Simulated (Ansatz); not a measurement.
# N$_{2}$H$_{4}$, singlet in cc-pVTZ: errors against RCCSDT(Q)

Geometry: MP2(full)/6-31G*, from the G2/97 set.

| atom | x (Å) | y (Å) | z (Å) |
| --- | --- | --- | --- |
| N | 0.0000 | 0.7190 | -0.0440 |
| N | 0.0000 | -0.7190 | -0.0440 |
| H | 0.2111 | 1.0928 | 0.8816 |
| H | -0.9482 | 1.0050 | -0.2704 |
| H | -0.2111 | -1.0928 | 0.8816 |
| H | 0.9482 | -1.0050 | -0.2704 |

Basis cc-pVTZ; Ansatz 0.2.0. Only valence electrons are correlated (noble-gas cores frozen), which leaves 14 electrons in 114 orbitals. Prefix R: restricted or restricted open-shell reference. Active spaces: valence = (14e, 12o) chosen from the atoms' valence shells.

Full CI isn't at hand for all of this; RCCSDT(Q) serves as the reference, and is uncertain by about the last step of the cluster series.

* UHF ⟨S²⟩: 0.000
* T1 diagnostic (RCCSD): 0.0073
* largest doubles amplitude (RCCSD): 0.035

```csv
level,E − E(RCCSDT(Q)) (kJ/mol),share of correlation (%),wall time
RHF,1250.1,0.00,–
RMP2,93.5,92.52,–
RCCSD,45.9,96.33,–
RCCSD(T),2.5,99.80,27 s
BCCD(T),2.4,99.81,1.2 s (H100)
RCCSDT,2.1,99.84,–
CASSCF (valence space),893.8,28.50,–
NEVPT2 (valence space),153.6,87.71,3.3 s (H100)
MRCISD (valence space),75.6,93.95,–
MRCISD+Q (valence space),11.7,99.06,6 s (H100)
```

The correlation energy at RCCSDT(Q), counted from RHF, is -12.957 eV. That run took 8.5 s on 5 threads of AMD EPYC 7R13 with a whole H100 80 GB, shared host.

Times hold each run's SCF and search for its determinant on a shared host, so for small cases they say little of a method's own cost; rows without a card ran on 1 thread of AMD EPYC 7R13.

Natural occupations of CASSCF (valence space) about the gap: 1.980 1.979 1.976 1.976 1.969 0.033 0.024 0.023 0.023 0.022; effectively unpaired electrons, Σ n²(2−n)², 0.02.

Atomization energy (electronic, same basis, no zero-point term; atoms at the same level, unrestricted beside the R rows where the molecule is a closed shell, with restricted open-shell steps beyond CCSDT(Q)) at RCCSDT(Q): 1759.6 kJ/mol. Errors of other levels:

| level | error (kJ/mol) |
| --- | --- |
| RHF | -649.5 |
| RMP2 | 3.3 |
| RCCSD | -32.0 |
| RCCSD(T) | -0.6 |
| BCCD(T) | 0.2 |
| RCCSDT | -1.8 |
| CASSCF (valence space) | -275.8 |
| NEVPT2 (valence space) | -44.3 |
| MRCISD (valence space) | -54.0 |
| MRCISD+Q (valence space) | -12.4 |

This basis is far from its limit, so the value isn't to be set against a measured one. Truncated CI isn't size-consistent, which counts against it in atomization.
